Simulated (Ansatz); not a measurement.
Results of PBE-D4 (Ansatz, a first-principles code, PAW) for rock-salt HfN.

Run with plane-wave cutoff 520 eV, 22×22×22 k mesh, Fermi–Dirac smearing 0.05 eV, scalar-relativistic PAW data made under PBE.

Results at a series of volumes:

| V (Å³/atom) | E − E_lowest (meV/atom) |
|---|---|
| 10.859 | 39.22 |
| 11.090 | 16.81 |
| 11.321 | 4.05 |
| 11.552 | 0.00 |
| 11.783 | 3.78 |
| 12.014 | 14.60 |
| 12.245 | 31.77 |

**Question.** Fit the third-order Birch–Murnaghan equation and give B0 and B′.

**Answer.** V0 = 11.552 Å³/atom, B0 = 271 GPa, B′ = 4.3 (fit to the energies at full precision).

Measured, for comparison: bulk modulus 260 GPa (room temperature, no zero-point or thermal correction, our sources range from 260 to 306; as tabulated in Synthesis of Binary Transition Metal Nitrides, Carbides and Borides from the …); equilibrium volume per atom 11.57 Å³/atom (room temperature, no zero-point or thermal correction; as tabulated in Seo, Lee, Wen, Petrov, Greene, Gall, J. Appl. Phys. 96, 878 (2004)). Computed (rounded) less measured: bulk modulus not scored (sources differ), equilibrium volume per atom -0.2 %.

Spin–orbit coupling is not included.

The computed numbers hold no vibrational or temperature effects.
